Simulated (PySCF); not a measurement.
## OF⁺: energy against distance

Set-up: basis O cc-pVDZ, F cc-pVDZ; no relativity; PySCF 2.14. Energies in eV from O⁺ + F in their ground configurations at the same level. State: ³Σ⁻ (triplet), unpaired electrons π ↑↑.

```tsv
R (Å)	UHF
1.048	2.0204
1.096	1.3141
1.145	0.9754
1.181	0.8865
1.218	0.8929
1.254	0.9600
1.303	1.0911
1.364	1.2148
1.437	1.2024
1.535	1.0145
```

⟨S²⟩ of the unrestricted solution departs from its pure value on part of the curve, where spin states mix. Hartree–Fock leaves out correlation, which carries a large part of most bond energies and some tenths to 1 eV of ionisation energies. The state is the lowest determinant that a PBE0 search found; another state may lie lower at other levels.
